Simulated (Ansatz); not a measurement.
One change: `NBCl` becomes `NBF`.

Ansatz, PBE0-D4/def2-TZVP geometries, multiplicity 1. Each molecule was computed in one conformer, which needn't be the lowest.

| property | `NBCl` |
| --- | --- |
| HOMO–LUMO gap (ωB97M-V/def2-TZVPP) / eV | 12.88 |
| LUMO energy (PBE0/def2-TZVPP) / eV | 0.21 |
| HOMO–LUMO gap (PBE0/def2-TZVPP) / eV | 8.62 |
| ideal-gas entropy at 298 K and 1 bar (rigid rotor, harmonic PBE0-D4/def2-TZVP) / J/(mol·K) | 268 |
| HOMO energy (PBE/def2-TZVPP) / eV | -7.05 |
| HOMO energy (ωB97M-V/def2-TZVPP) / eV | -10.71 |

Problem. Give the same properties after the change, and the shifts. (Estimate.)

Solution. The calculation gave: 
| property | `NBF` | shift |
| --- | --- | --- |
| HOMO–LUMO gap (ωB97M-V/def2-TZVPP) / eV | 13.25 | 0.37 |
| LUMO energy (PBE0/def2-TZVPP) / eV | 0.92 | 0.71 |
| HOMO–LUMO gap (PBE0/def2-TZVPP) / eV | 9.50 | 0.88 |
| ideal-gas entropy at 298 K and 1 bar (rigid rotor, harmonic PBE0-D4/def2-TZVP) / J/(mol·K) | 257 | -11 |
| HOMO energy (PBE/def2-TZVPP) / eV | -7.11 | -0.06 |
| HOMO energy (ωB97M-V/def2-TZVPP) / eV | -10.99 | -0.28 |

With PBE0 the HOMO falls by 0.16 eV and the LUMO rises by 0.71 eV, so the gap widens by about 0.87 eV. PBE moves the HOMO by -0.06 eV and ωB97M-V by -0.28 eV.
